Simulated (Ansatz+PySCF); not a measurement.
**singlet C₄H₅N: levels of theory in one basis**

```xyz
10

N     1.0279    0.0000    0.0000
C     0.3075    1.0297    0.0000
C    -0.9043    0.6539    0.0000
C    -0.9043   -0.6539    0.0000
C     0.3075   -1.0297    0.0000
H     1.9568    0.0000    0.0000
H     0.7090    1.9464    0.0000
H    -1.7042    1.2561    0.0000
H    -1.7042   -1.2561    0.0000
H     0.7090   -1.9464    0.0000
```

Basis set: def2-SVP (spherical functions). Frozen core: 5 orbitals. Charge 0, multiplicity 1.

Computed with Ansatz (development build ahead of 0.2.0); each method stands on the lowest determinant of its kind that the runs found. NEVPT2 correlates all electrons. Active spaces start from the frontier orbitals, and the lowest solution found is given.

| method | E − E(RHF) (eV) | <S²> of the determinant |
| --- | --- | --- |
| RHF | 0.00 | 0.00 |
| RHF-MP2 | -18.38 | – |
| CASSCF(6,5) | -1.13 | – |
| SC-NEVPT2(6,5) | -18.41 | – |

(1) Is a single determinant a sound starting point here?

Answers

(1) By this sign, yes. Unrestricted orbitals gain 0.00 eV and <S²> is 0.00 against 0.00 for a pure state. The CASSCF(6,5) natural occupations are 1.99, 1.99, 1.98, 0.03, 0.01.

Caution for CASSCF(6,5): other starts end on other solutions of this active space.
